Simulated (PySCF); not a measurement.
# Simulated absorption spectrum

Species: C3H2ClNS.
Atom-mapped SMILES: `[Cl:1][c:2]1[cH:3][cH:4][n:5][s:6]1` (hydrogens: H7 on C3; H8 on C4)

Method: TDDFT PBE0/def2-SVPD, vertical, gas phase, core orbitals frozen in the response in PySCF. Geometry: GFN2-xTB; no solvent, vibrations or thermal averaging.

Broadening: Gaussians 0.5 eV wide at half height, area fixed by f = 4.319×10⁻⁹ ∫ε dν̃. The width is an assumption, not a result. The curve ends short of the highest state used, and states not computed would add to its high-energy end.

(λ (nm), ε (L mol⁻¹ cm⁻¹)): (193.8, 145), (195.5, 270), (197.1, 479), (198.8, 836), (200.4, 1333), (202.1, 2062), (203.7, 2945), (205.4, 4072), (207.0, 5264), (208.7, 6591), (210.3, 7807), (212.0, 8961), (213.6, 9830), (215.3, 10452), (216.9, 10714), (218.6, 10639), (220.2, 10259), (221.9, 9574), (223.5, 8727), (225.2, 7687), (226.8, 6648), (228.5, 5547), (230.1, 4565), (231.8, 3619), (233.4, 2842), (235.1, 2146), (236.7, 1613), (238.4, 1164), (240.0, 839), (241.7, 581), (243.3, 403), (245.0, 268), (246.6, 180), (248.3, 115), (249.9, 75), (251.6, 47), (253.2, 29), (254.9, 18), (256.5, 11), (258.2, 6), (259.8, 4), (261.5, 2), (263.1, 1), (264.8, 1)

Q: Where are the band maxima, and which computed states make them?

A: 217 nm (5.70 eV), ε about 11000, made up of S2 (49%) and S3 (51%) (ε in L mol⁻¹ cm⁻¹; maxima over ε = 5, shares over 10%). The states used: S1 5.43 eV (f 0.0022); S2 5.60 eV (f 0.109); S3 5.80 eV (f 0.113); S4 6.03 eV (f 0.0001); S5 6.34 eV (f 0.0000); S6 6.65 eV (f 0.0001); S7 6.87 eV (f 0.0030); S8 7.00 eV (f 0.0000).

Q: What would ε be at 5.70 eV, the highest of these maxima, with half the width (0.25 eV)?

A: About 15200 L mol⁻¹ cm⁻¹ against 10700, a factor of about 1.4; a lone state at its own centre would give exactly 2.

Q: On this curve, what absorbance would a 10⁻⁴ mol/L sample give at 222 nm over a 1 cm path?

A: 222 nm is 5.585 eV, where ε is about 9500 L mol⁻¹ cm⁻¹, so A = ε c l ≈ 0.95 (Beer–Lambert, with the gas-phase spectrum and the assumed width).

Q: Coming from long wavelengths, where does ε first pass 100 L mol⁻¹ cm⁻¹?

A: At about 249 nm (4.98 eV), 0.45 eV below S1.
